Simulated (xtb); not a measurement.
CH₃O, SMILES C=[OH+], charge +1. All values are semi-empirical tight-binding results from xtb (GFN2-xTB unless named), good for trends rather than for accurate numbers. Geometry: GFN2-xTB. The isomer is the one that the SMILES or the coordinates give; other isomers of the formula were not compared.

Optimised geometry:

```xyz
5

C     -0.0361    -0.6114     0.0000
O      0.1256     0.5997     0.0000
H      0.8674    -1.2387     0.0000
H     -1.0110    -1.1177     0.0000
H     -0.6446     1.2269     0.0000
```
Charge +1, spin multiplicity 1.

Estimate the properties. (Estimate from the structure and the level; the computed values follow.)


```
Item                                               Value
----------------------------------------  --------------
point group as xtb finds it                           Cs
orbital gap                                      3.86 eV
zero-point energy                          23.2 kcal/mol
G − E(el) at 298.15 K (modified RRHO)       9.4 kcal/mol
static polarisability (D4 model)              17.5 bohr³
solvation energy, GFN2-xTB/ALPB(water)    -79.3 kcal/mol
solvation energy, GFN2-xTB/ALPB(toluene)  -53.8 kcal/mol
```

Computed IR lines (harmonic; lines under 4 % of the strongest left out, lines within 3 cm⁻¹ merged):
ν (cm⁻¹): 1010 (vs), 1084 (s), 1199 (m), 1348 (m), 1665 (m), 2904 (m), 2927 (m), 3087 (vs) (against the strongest line: vs over 80 %, s over 45 %, m over 15 %, w over 4 %, vw less)

Computed atomic charges and the Wiberg bond orders between heavy atoms:
charges (e) C1 0.17, O2 -0.02, H3 0.23, H4 0.19, H5 0.43. Bond orders C1–O2 1.84.
